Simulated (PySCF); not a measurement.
Disulfur monoxide, S2O.
SMILES: `O=S=S`

Linear response at PBE0/aug-cc-pVTZ (PySCF, frozen core in the response, non-relativistic). Isolated species at its PBE0-D3(BJ)/def2-TZVP geometry, gas phase.

Static isotropic polarisability: 44.27 au (6.56 Å³), principal values 31.0, 36.9, 64.9 au.

**Question.** What is the polarisability at 1064 nm and at the sodium D line?

**Answer.** 44.88 au at 1064 nm (+1.4 %), 46.42 au at 589.3 nm (+4.8 %). The lowest singlet lies at 508 nm (f = 0.000), near or inside this range; the response is undamped and has a pole at each allowed excitation.

**Question.** What is the isotropic C6 coefficient between two such molecules, C6 = (3/π)∫α(iω)² dω?

**Answer.** 691.5 au (Eh·bohr⁶) by a ten-point quadrature over imaginary frequencies, which is 413 eV·Å⁶ or 39.9 J·nm⁶/mol.

**Question.** Which effective excitation energy ω̄ makes London's formula C6 = (3/4)α²ω̄ exact here?

**Answer.** ω̄ = 4·C6/(3α²) = 0.470 Eh = 12.8 eV.

**Question.** How many electrons N does the Slater–Kirkwood formula C6 = (3/4)·√N·α^(3/2) need to give this C6?

**Answer.** N = (4·C6/3)²/α³ = 9.8; the species has 40 electrons in all.

**Question.** The lowest 10 singlets have (eV, f): 2.44, 0.000; 3.02, 0.000; 4.50, 0.072; 6.55, 0.004; 6.98, 0.012; 7.07, 0.000; 7.18, 0.001; 7.43, 0.001; 7.48, 0.072; 7.60, 0.012. What share of the static polarisability do they carry in the sum over states α = Σ f/ω²?

**Answer.** 4.05 au, 9.2 % of α; the largest term, 2.65 au, is that of the state at 4.50 eV. Their oscillator strengths add up to 0.17. Higher states carry the rest.

**Question.** How anisotropic is the static polarisability, by Δα² = ½[(α1 − α2)² + (α2 − α3)² + (α3 − α1)²]?

**Answer.** Δα = 31.4 au, or 0.71 of the isotropic value.
